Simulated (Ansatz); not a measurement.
Computed with Ansatz on PBE0-D4/def2-TZVP structures; ΔE is electronic, products minus reactants. CBS: MP2 limit from def2 TZ/QZ plus the TZ coupled-cluster correction, frozen cores. DFT in def2-TZVPP. One conformer a species, not always the lowest.

Reaction (isomerisation): `C/C=C/C=O` → `C=CCC=O`

`C/C=C/C=O`:

Cartesian coordinates in Å:
```
C 1.007 1.045 -0.988
C 0.363 -0.107 -0.313
C -0.637 -0.039 0.567
C -1.185 -1.253 1.164
O -2.084 -1.279 1.967
H 0.560 1.994 -0.689
H 2.077 1.075 -0.758
H 0.929 0.948 -2.075
H 0.748 -1.096 -0.565
H -1.077 0.907 0.871
H -0.701 -2.195 0.819
```

`C=CCC=O`:

```xyz
11

C    -1.254    0.667    1.178
C    -0.054    0.565    0.626
C     0.454   -0.658   -0.065
C     0.787   -0.389   -1.509
O     0.433   -1.075   -2.426
H    -1.576    1.581    1.664
H    -1.956   -0.161    1.168
H     0.619    1.420    0.655
H     1.393   -0.981    0.410
H    -0.255   -1.485   -0.013
H     1.409    0.517   -1.686
```

```
             level  ΔE (kcal/mol)  difference from CCSD(T)/CBS
           ωB97X-V            6.8                          0.2
            r2SCAN            9.1                          2.5
              PBE0            8.3                          1.7
     HF/def2-TZVPP            6.7                          0.1
    MP2/def2-TZVPP            7.2                          0.6
   CCSD/def2-TZVPP            6.2                         -0.4
CCSD(T)/def2-TZVPP            6.6                          0.0
     HF/def2-QZVPP            6.7                          0.1
SCS-MP2/def2-QZVPP            6.8                          0.2
    CCSD/CBS(def2)            6.2                         -0.4
       CCSD(T)/CBS            6.6                            0
```

Largest T1 diagnostic among the species: 0.014.
